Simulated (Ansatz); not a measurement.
Geometry optimisation, RKS PBE0-D4/def2-mTZVP (Ansatz 0.2.0).

Input file:

```yaml
crystal:
  periodic: [false, false, false]
  atoms:
    - { symbol: Cl, position_ang: [-0.4192, 0.7838, 2.6254] }
    - { symbol: C, position_ang: [-0.2806, 0.1883, 0.9685] }
    - { symbol: C, position_ang: [0.4843, 0.571, -0.0703] }
    - { symbol: C, position_ang: [-0.0102, -0.5275, -0.8588] }
    - { symbol: O, position_ang: [-0.8428, -0.7919, 0.3319] }
    - { symbol: H, position_ang: [1.2589, 1.3473, -0.2321] }
    - { symbol: H, position_ang: [0.5872, -1.3802, -1.1137] }
    - { symbol: H, position_ang: [-1.58428, -1.38382, 0.04916] }
basis:
  gaussian: { orbitals: def2-mTZVP }
hamiltonian:
  xc: pbe0
  dispersion: d4
relax:
  f_tol: 0.02
  max_steps: 50
```

Run as:

```bash
$ ansatz run input.yaml --threads 2 --pin off --max-ram 3072MiB --backend cpu --events-out ev --progress --plain --runs-dir out
```

Problem. Where does it end, and by what steps?

Solution. It converged. After 38 steps the energy has fallen by 3.602 eV; C2 moved furthest, 1.13 Å. Parted: C2–O5 (1.30 → 3.14 Å).

```json
{"step": "0", "energy less start (eV)": "0.0000", "largest force component (eV/Å)": "7.704", "accepted": "yes"}
{"step": "2", "energy less start (eV)": "-1.3354", "largest force component (eV/Å)": "1.726", "accepted": "yes"}
{"step": "4", "energy less start (eV)": "-1.5641", "largest force component (eV/Å)": "1.616", "accepted": "no"}
{"step": "6", "energy less start (eV)": "-1.8414", "largest force component (eV/Å)": "0.234", "accepted": "yes"}
{"step": "8", "energy less start (eV)": "-1.8556", "largest force component (eV/Å)": "0.149", "accepted": "yes"}
{"step": "10", "energy less start (eV)": "-1.8706", "largest force component (eV/Å)": "0.427", "accepted": "yes"}
{"step": "12", "energy less start (eV)": "-1.8914", "largest force component (eV/Å)": "1.298", "accepted": "yes"}
{"step": "14", "energy less start (eV)": "-1.9808", "largest force component (eV/Å)": "0.649", "accepted": "yes"}
{"step": "16", "energy less start (eV)": "-2.0572", "largest force component (eV/Å)": "1.179", "accepted": "yes"}
{"step": "18", "energy less start (eV)": "-2.1667", "largest force component (eV/Å)": "0.702", "accepted": "yes"}
{"step": "20", "energy less start (eV)": "-2.3507", "largest force component (eV/Å)": "1.950", "accepted": "yes"}
{"step": "22", "energy less start (eV)": "-2.5095", "largest force component (eV/Å)": "0.938", "accepted": "yes"}
{"step": "24", "energy less start (eV)": "-2.5400", "largest force component (eV/Å)": "0.171", "accepted": "yes"}
{"step": "26", "energy less start (eV)": "-2.5555", "largest force component (eV/Å)": "0.255", "accepted": "yes"}
{"step": "28", "energy less start (eV)": "-2.7606", "largest force component (eV/Å)": "1.063", "accepted": "yes"}
{"step": "30", "energy less start (eV)": "-3.1980", "largest force component (eV/Å)": "1.926", "accepted": "yes"}
{"step": "32", "energy less start (eV)": "-3.5012", "largest force component (eV/Å)": "0.735", "accepted": "yes"}
{"step": "34", "energy less start (eV)": "-3.5722", "largest force component (eV/Å)": "0.815", "accepted": "yes"}
{"step": "36", "energy less start (eV)": "-3.6003", "largest force component (eV/Å)": "0.190", "accepted": "yes"}
{"step": "38", "energy less start (eV)": "-3.6020", "largest force component (eV/Å)": "0.010", "accepted": "yes"}
```

```xyz
8
Properties=species:S:1:pos:R:3
Cl -1.124 0.340 2.173
C 0.296 1.085 1.329
C 0.575 0.437 0.116
C -0.004 -0.627 -0.542
O -1.024 -1.340 -0.169
H 1.424 0.869 -0.408
H 0.400 -0.958 -1.498
H -1.350 -0.999 0.700
```

Whether the end is a true minimum wasn't checked by a vibrational analysis.

Run time: 44 s on 2 threads of AMD EPYC 9R45 96-Core Processor (Zen 5), on a shared host, peak memory 0.25 GiB.
